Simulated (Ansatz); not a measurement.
in.yaml

```yaml
crystal:
  periodic: [false, false, false]
  atoms:
    - {symbol: C, position_ang: [-0.013171, -1.194409, 1.751956]}
    - {symbol: Ga, position_ang: [-0.014004, 0.276934, 0.503447]}
    - {symbol: Cl, position_ang: [0.033960, -0.189995, -1.610208]}
    - {symbol: H, position_ang: [-0.068817, 1.758918, 0.935199]}
basis:
  gaussian: {orbitals: cc-pVDZ}
magnetization: {spin_polarized: false, initial_magnetization: 3}
correlation: {method: ccsd_t, electrons: outside_noble_gas}
output: {forces: true}
```

```sh
$ ansatz run in.yaml --threads 1 --pin off --events-out ev --progress --plain --max-ram 2393MiB
```

Log:

```
693 factors; integrals over basis functions are off by at most 7.3e-4 eV
mean field evaluation 1: about -65879.0776 eV, gradient 1.5e1 eV
mean field evaluation 2: about -65879.0994 eV, gradient 1.5e1 eV
mean field evaluation 4: about -65881.1368 eV, gradient 2.6e0 eV
mean field evaluation 8: about -65881.2906 eV, gradient 6.0e-1 eV
mean field evaluation 16: about -65881.2983 eV, gradient 1.9e-6 eV
mean field -65881.29826448 eV, -2421.0930552717 hartree, gradient 1.9e-6 eV, S^2 3.750000; 0 other end points of the search recorded, 0 dependent functions left out
mean field evaluation 32: about -65881.3468 eV, gradient 1.3e-1 eV
20 core orbitals not correlated: weight in the atoms' cores, before any rotation towards them, 0.989 or more for the frozen orbitals, at most 0.015 for the correlated occupied ones
reference -65881.29826448 eV, -2421.0930552717 hartree; 9, 6 occupied and 35, 38 virtual orbitals, 693 factors
second order -6.71772496 eV of doubles, -0.03112063 eV of singles
cycle   1  -7.47712649 eV  change   -7.3e-1 eV  update   6.8e-2
cycle   2  -7.71542030 eV  change   -2.4e-1 eV  update   2.8e-2
cycle   3  -7.76198241 eV  change   -4.7e-2 eV  update   1.5e-2
cycle   4  -7.76531984 eV  change   -3.3e-3 eV  update   7.5e-3
cycle   5  -7.76619509 eV  change   -8.8e-4 eV  update   2.5e-3
cycle   6  -7.76716420 eV  change   -9.7e-4 eV  update   9.2e-4
cycle   7  -7.76740658 eV  change   -2.4e-4 eV  update   4.2e-4
cycle   8  -7.76743246 eV  change   -2.6e-5 eV  update   1.6e-4
cycle   9  -7.76741873 eV  change    1.4e-5 eV  update   7.2e-5
cycle  10  -7.76739810 eV  change    2.1e-5 eV  update   2.4e-5
cycle  11  -7.76740111 eV  change   -3.0e-6 eV  update   1.1e-5
cycle  12  -7.76740040 eV  change    7.0e-7 eV  update   3.8e-6
cycle  13  -7.76740104 eV  change   -6.4e-7 eV  update   1.7e-6
perturbative correction -0.17445497 eV, -0.0064111021 hartree
the calculation of the forces begins
Total energy: -65889.24012050 eV, -2421.3849130972 hartree
Atom 0 at    -0.013171    -1.194409     1.751956 Å, force     0.011869    -0.530745     0.417532 eV/Å
Atom 1 at    -0.014004     0.276934     0.503447 Å, force    -0.023947     0.245930    -0.506839 eV/Å
Atom 2 at     0.033960    -0.189995    -1.610208 Å, force     0.011289    -0.053615    -0.040423 eV/Å
Atom 3 at    -0.068817     1.758918     0.935199 Å, force     0.000790     0.338430     0.129730 eV/Å
Dipole moment:    -0.003178     0.214074     0.232988 e Å
```

Forces (eV/Å):
```
C    0.012 -0.531  0.418
Ga  -0.024  0.246 -0.507
Cl   0.011 -0.054 -0.040
H    0.001  0.338  0.130
```

Ran on 1 thread of Arm Neoverse V1, shared host: 11 s wall, 0.22 GiB peak host memory.
